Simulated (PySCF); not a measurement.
**Cost against result**

Saddle point of SiNH₇O, closed shell (SiH₄O ([OH][SiH3]) + NH₃ → SiNH₅O ([NH2][SiH2][OH]) + H₂; bonds formed: Si1–N7, H2–H6; bonds broken: Si1–H2, H6–N7), PBE0-D4/def2-TZVP structure:

```
10
angstrom
Si -0.4532 0.5088 0.2930
H 0.5107 -0.9411 1.1120
H -1.1072 1.5433 -0.5710
H -1.5857 -0.0702 1.0531
O 0.7511 1.4554 0.8969
H 0.4153 -1.2253 -0.0264
N 0.0378 -0.7141 -1.0340
H 1.3134 0.9619 1.5014
H -0.6935 -1.1136 -1.6130
H 0.8115 -0.4053 -1.6122
```

Barriers are electronic and count from the start structure reached by relaxing down the imaginary mode.

Program: PySCF 2.14 with density fitting (its default auxiliary sets; JK sets also for MP2 and CCSD(T)). Basis: as named in each row. Cores are frozen in the correlated methods. B3LYP uses VWN-RPA correlation. Extrapolation: Hartree–Fock as exp(−7.88 √X), correlation as X^−2.97.

Times are rough, for one single point on 4 threads of a shared host (Intel Xeon 6975P-C).

The estimate by CCSD(T) at an estimated basis limit (MP2 extrapolated from triple and quadruple zeta, plus CCSD(T) − MP2 in triple zeta) is 173.6 kJ/mol.

| method | basis | time (s) | barrier (kJ/mol) | method less estimate |
| --- | --- | --- | --- | --- |
| HF | STO-3G | under 1 | 330.9 | 157.2 |
| B3LYP-D4 | 6-31G | 2 | 181.7 | 8.1 |
| MP2 | def2-QZVPP | 2 | 170.5 | -3.2 |
| PBE0-D4 | def2-SVP | 2 | 153.7 | -20.0 |
| PBE-D4 | def2-SVP | 3 | 137.2 | -36.4 |
| CCSD(T) | def2-SVP | 5 | 186.6 | 13.0 |
| SPW92 | def2-TZVPP | 5 | 112.3 | -61.3 |
| BHLYP-D4 | def2-TZVPP | 7 | 183.5 | 9.8 |
| PBE0-D4 | def2-TZVPP | 7 | 154.1 | -19.5 |
| B3LYP-D4 | def2-TZVPP | 7 | 167.3 | -6.3 |
| PBE-D4 | def2-TZVPP | 8 | 141.4 | -32.2 |
| r2SCAN-D4 | def2-TZVPP | 14 | 150.8 | -22.9 |
| CCSD(T) | def2-TZVPP | 130 | 176.5 | 2.9 |
| wB97M-V | def2-TZVPP | 140 | 167.9 | -5.7 |

All methods are single points on the PBE0-D4 structures.

T1 diagnostic: at most 0.012.

Labels in which every atom is bracketed show which atoms are joined, not bond orders.
